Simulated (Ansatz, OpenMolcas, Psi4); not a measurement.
# CH5Si (SMILES C[SiH2]): methods side by side

The species is CH5Si (7 atoms), meant as a doublet with charge 0. SMILES: `C[SiH2]`. The shape is that of a PBE0-D4/def2-TZVP optimisation.

Each level gives the vertical ionisation energy (to the singlet cation) (eV). The values are calculated.

```csv
level,kind,program,value (eV),CPU time (all runs)
UPBE/aug-cc-pVDZ,GGA,OpenMolcas,8.17,99 s
U-r2SCAN/aug-cc-pVDZ,meta-GGA,Ansatz,8.34,30 s
UTPSS/aug-cc-pVDZ,meta-GGA,OpenMolcas,8.22,2.4 min
U-r2SCAN0/aug-cc-pVDZ,hybrid meta-GGA,Ansatz,8.39,36 s
UM06-2X/aug-cc-pVDZ,hybrid meta-GGA,OpenMolcas,8.17,2.3 min
UCAM-B3LYP/aug-cc-pVDZ,range-separated hybrid,Ansatz,8.25,22 s
UMP2/aug-cc-pVDZ,perturbation theory,Psi4,8.07,26 s
UOMP2/aug-cc-pVDZ (density fitting for correlation),perturbation theory,Psi4,8.07,62 s
FCI/STO-3G,"full CI, core frozen",Ansatz,5.26,38 s
```

The values span 5.26 to 8.39 eV. High-level rows in very small sets aren't better than simpler rows in larger ones. Times are those of the runs behind each value, whatever else they computed, on shared processors of several kinds: orders of magnitude only.
